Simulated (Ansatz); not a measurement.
Total energies of tetramethylammonium chloride, `C[N+](C)(C)C.[Cl-]` from Ansatz at PBE-D4/def2-TZVPD, gas phase (1 Eh = 27.2114 eV = 2625.5 kJ/mol). The reference geometry is relaxed at PBE-D4/def2-SVP.

| state | geometry | energy (Eh) |
| --- | --- | --- |
| charge 0 singlet | reference | -674.19176 |
| charge -1 doublet | reference | -674.18654 |
| charge -1 doublet | relaxed at PBE-D4/def2-SVPD | -674.18990 |
| free C atom (triplet) | – | -37.79605 |
| free N atom (quartet) | – | -54.53224 |
| free H atom (doublet) | – | -0.49962 |
| free Cl atom (doublet) | – | -459.95933 |

**Question.** Work out the vertical electron affinity, to the doublet.

**Answer.** E(charge 0 singlet) − E(charge -1 doublet) = -674.19176 − (-674.18654) = -0.00522 Eh = -0.14 eV; negative, so the extra electron isn't bound.

**Question.** How much does the charge -1 doublet relax, and what is the adiabatic electron affinity?

**Answer.** Relaxation: -674.18654 − (-674.18990) = 0.00336 Eh = 0.09 eV. Adiabatic electron affinity: -0.00186 Eh = -0.05 eV, without zero-point energy. 

**Question.** What is the binding energy per atom against free atoms?

**Answer.** Atoms: 4 × (-37.79605) + 1 × (-54.53224) + 12 × (-0.49962) + 1 × (-459.95933) = -671.67121 Eh. Binding: -671.67121 − (-674.19176) = 2.52055 Eh = 68.59 eV, or 3.81 eV for each of 18 atoms (no zero-point energy, no counterpoise term).

At PBE-D4/def2-TZVPD the highest occupied level of the charge -1 doublet lies above zero (up to 1.65 eV). By energy differences it is unbound by 0.14 eV (vertical, to the charge 0 singlet, at PBE-D4/def2-TZVPD) and held by the finite basis. At PBE-D4/def2-TZVPD the highest occupied level of the relaxed charge -1 doublet lies above zero (up to 1.51 eV). Energy differences put its binding near zero (-0.05 eV; each at its own geometry, to the charge 0 singlet, at PBE-D4/def2-TZVPD), which leaves it undecided.
